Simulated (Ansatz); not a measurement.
```yaml
crystal:
  periodic: [false, false, false]
  atoms:
    - {symbol: Ag, position_ang: [0.000000, 0.000000, 0.000000]}
    - {symbol: B, position_ang: [0.000000, 0.000000, 2.290000]}
basis:
  gaussian: {orbitals: def2-TZVP}
magnetization: {spin_polarized: true, initial_magnetization: 2}
hamiltonian: {xc: pbe0}
relax: {f_tol: 0.004, max_steps: 80}
```

```sh
$ ansatz run in.yaml --threads 1 --pin off --events-out ev --progress --plain --max-ram 2176MiB
```

Steps of the relaxation (energy above the last step; positions in Å, forces in eV/Å):

```
2
step 1, 156.8 meV
Ag    0.000    0.000    0.000    0.000    0.000    1.084
B     0.000    0.000    2.290    0.000    0.000   -1.084
```

```
2
step 2, 10.9 meV
Ag    0.000    0.000    0.092    0.000    0.000    0.384
B     0.000    0.000    2.198    0.000    0.000   -0.384
```

```
2
step 3, 1.1 meV
Ag    0.000    0.000    0.127    0.000    0.000   -0.139
B     0.000    0.000    2.163    0.000    0.000    0.139
```

```
2
step 4, 0.0 meV
Ag    0.000    0.000    0.119    0.000    0.000   -0.001
B     0.000    0.000    2.171    0.000    0.000    0.001
```

Close pairs at the end: Ag1–B2 2.052 Å.

A stationary point of unrestricted PBE0 after 4 steps, with ⟨S²⟩ = 2.015 against 2.00 for a pure state. 11 s on 1 thread of Arm Neoverse V2, shared host.
